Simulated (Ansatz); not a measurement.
(H2Al-mu-H)3 (Al₃H₉). Total charge 0; triplet. Geometry r2SCAN-D4/def2-SVP, that of the neutral singlet; atoms count from 1.

```
atom    x (Å)    y (Å)    z (Å)
 Al1  -0.6074   0.4984   1.2526
  H2  -1.2517   1.0240   2.5834
  H3   0.9121  -0.4317   1.3923
  H4   0.6085   1.5450   0.4636
 Al5   1.4573   0.1254  -0.2159
  H6   0.3901   0.5429  -1.5855
  H7   3.0044   0.2557  -0.4433
  H8   0.6964  -1.4330  -0.6558
 Al9  -0.8500  -0.6238  -1.0368
 H10  -1.7523  -1.2797  -2.1402
 H11  -1.1517  -1.0993   0.6584
 H12  -1.4557   0.8761  -0.2730
```

At PBE0-D4/def2-TZVP a singlet of charge 0 lies 4.37 eV below the triplet at the same geometry.

Question: Estimate the Mulliken populations from the PBE0/def2-TZVP orbitals of Ansatz.

Answer: 
```json
{"atom": "Al1", "charge (e)": "0.18", "spin (α − β)": "0.11"}
{"atom": "H2", "charge (e)": "-0.09", "spin (α − β)": "0.00"}
{"atom": "H3", "charge (e)": "-0.09", "spin (α − β)": "0.16"}
{"atom": "H4", "charge (e)": "-0.09", "spin (α − β)": "0.16"}
{"atom": "Al5", "charge (e)": "0.22", "spin (α − β)": "0.29"}
{"atom": "H6", "charge (e)": "-0.09", "spin (α − β)": "0.16"}
{"atom": "H7", "charge (e)": "-0.09", "spin (α − β)": "0.03"}
{"atom": "H8", "charge (e)": "-0.09", "spin (α − β)": "0.16"}
{"atom": "Al9", "charge (e)": "0.18", "spin (α − β)": "0.11"}
{"atom": "H10", "charge (e)": "-0.09", "spin (α − β)": "0.00"}
{"atom": "H11", "charge (e)": "0.02", "spin (α − β)": "0.40"}
{"atom": "H12", "charge (e)": "0.02", "spin (α − β)": "0.40"}
```
Mulliken values depend strongly on the basis.

Question: Where does the spin sit?

Answer: Summed by element: Al 0.52, H 1.48, of 2 unpaired in all. Largest on single atoms: H12 0.40, H11 0.40, Al5 0.29.

Question: And the Mayer bond orders between heavy atoms (over 0.3)?

Answer: Al1–Al5 0.51 (2.56 Å); Al1–Al9 0.50 (2.56 Å); Al5–Al9 0.51 (2.56 Å).
